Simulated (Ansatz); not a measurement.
**BNH3 (quartet): wave-function methods side by side at distance B1–H4 along a hydrogen transfer = 1.461 Å, cc-pVDZ**

One table from this session's results is given with a row withheld; the runs are named, their logs left out.

Program: Ansatz 0.2.0, Gaussian basis. Level of theory: cc-pVDZ, core rule «outside noble gas», up to 2 orbitals frozen. These are calculated values, not measurements.

To be run: UHF; CCSD(T) on ROHF; CCSD(T) on UHF; BCCD(T) on ROHF; CISD; CCSDT(Q) on ROHF; CCSDT(Q) on UHF; CASSCF and MRCISD+Q, 5 electrons in 5 orbitals; CASSCF and NEVPT2, 5 electrons in 5 orbitals.

16 further runs of the same task are left out: 4 for a known fault of the program, 10 that didn't finish, 2 set aside as unsound or not needed.

## The geometry

The geometry derives from fragments relaxed apart (PBE0/def2-TZVP) and kept rigid, so it is no stationary point. A hydrogen atom is moved between rigid fragments.

5 atoms, charge 0, spin multiplicity 4.

Atoms are counted from 1 here; the program's logs count them from 0.

Bond lengths: B1–H2 1.193 Å, B1–H3 1.193 Å. Angles: H2–B1–H3 120.0°.

Geometry (Å):

```xyz
5
BH3N
B    -1.44751    0.00000    0.00000
H    -2.04424    1.03357    0.00000
H    -2.04424   -1.03357    0.00000
H     0.01349    0.00000    0.00000
N     1.41049    0.00000    0.00000
```

The first run:

File in.yaml:

```yaml
crystal:
  periodic: [false, false, false]
  atoms:
    - {symbol: B, position_ang: [-1.447507, 0.000000, 0.000000]}
    - {symbol: H, position_ang: [-2.044241, 1.033571, 0.000000]}
    - {symbol: H, position_ang: [-2.044241, -1.033571, 0.000000]}
    - {symbol: H, position_ang: [0.013493, 0.000000, 0.000000]}
    - {symbol: N, position_ang: [1.410493, 0.000000, 0.000000]}
basis:
  gaussian: {orbitals: cc-pVDZ}
magnetization: {spin_polarized: true, initial_magnetization: 3}
hamiltonian: {xc: hf}
output: {orbitals: {seedname: orbitals}}
```

Run with:

```
$ ansatz run in.yaml --threads 1 --pin off --events-out ev --progress --plain --max-ram 2393MiB
```

Steps of the session up to this table: UHF; CCSD(T) on ROHF; CCSD(T) on UHF; BCCD(T) on ROHF; CISD; CCSDT(Q) on ROHF; CCSDT(Q) on UHF; CASSCF and MRCISD+Q, 5 electrons in 5 orbitals; CASSCF and NEVPT2, 5 electrons in 5 orbitals.

One of the session's tables, all rows but one given; the rest of the session is left out.

It belongs to the step «Misses and costs». 

```
       method  from UCCSDT(Q) (kJ/mol)
         ROHF                   +610.6
          UHF                   +584.7
         RMP2                   +126.3
         UMP2                   +123.2
         CISD                    +51.2
        RCCSD                    +13.2
        UCCSD                        ?
     RCCSD(T)                     +2.9
     UCCSD(T)                     +2.7
      BCCD(T)                     +2.9
       RCCSDT                     +0.6
       UCCSDT                     +0.5
    RCCSDT(Q)                     +0.2
    UCCSDT(Q)                        0
  CASSCF pair                   +546.1
  NEVPT2 pair                   +114.6
  MRCISD pair                    +42.2
MRCISD+Q pair                     +1.7
```

**Question.** Estimate the row for UCCSD.

The run gave: from UCCSDT(Q) (kJ/mol): +12.6. In the column «from UCCSDT(Q) (kJ/mol)» it lies between BCCD(T) (+2.9) and RCCSD (+13.2).

To keep in mind: Restricted and unrestricted rows rest on different reference determinants; where their highest levels disagree by more than a few hundredths of an eV, they describe different states and don't form one ladder.
